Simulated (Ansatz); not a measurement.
Relaxation of H$_{7}$OPSi (10 atoms, charge 0, multiplicity 1), to a largest force component of 0.03 eV/Å in at most 50 steps.

The calculation used RKS LDA/6-31G* (Ansatz).

```xyz
10
Properties=species:S:1:pos:R:3:forces:R:3
Si -0.097 0.077 0.093 -0.28 0.54 -0.03
O -0.163 0.301 1.750 0.09 -0.15 -0.17
H -0.899 -0.148 2.207 -0.03 0.04 -0.01
H 1.336 0.142 -0.327 -0.02 0.02 0.00
H -0.821 1.201 -0.597 -0.02 0.00 0.00
H -0.737 -1.202 -0.369 -0.01 0.01 0.00
P 1.648 -2.641 1.161 0.42 -0.68 0.10
H 0.416 -2.881 0.464 0.01 0.00 0.01
H 2.192 -1.885 0.070 -0.02 -0.02 0.01
H 1.144 -1.475 1.810 -0.13 0.24 0.10
```

**Question.** Where does it end, and by what steps?

**Answer.** The forces met the threshold. After 10 steps the energy has fallen by 0.135 eV; H8 moved furthest, 0.37 Å.

```csv
step,energy less start (eV),largest force component (eV/Å),accepted
0,0.0000,0.680,yes
1,-0.1024,0.358,yes
2,-0.1131,0.192,yes
3,-0.1198,0.328,yes
4,-0.1215,0.418,yes
5,-0.1275,0.259,yes
6,-0.1305,0.125,yes
7,-0.0263,1.918,no
8,-0.1327,0.092,yes
9,-0.1348,0.040,yes
10,-0.1353,0.028,yes
```

```xyz
10
Properties=species:S:1:pos:R:3
Si -0.212 0.206 0.028
O -0.066 0.222 1.686
H -0.901 0.182 2.192
H 1.183 0.307 -0.500
H -1.022 1.373 -0.471
H -0.858 -1.050 -0.496
P 1.753 -2.848 1.301
H 0.663 -3.156 0.412
H 2.416 -2.062 0.294
H 1.066 -1.687 1.816
```

Time of the run: 19 s on 1 thread of Arm Neoverse V1 (shared host), peak memory 0.13 GiB.
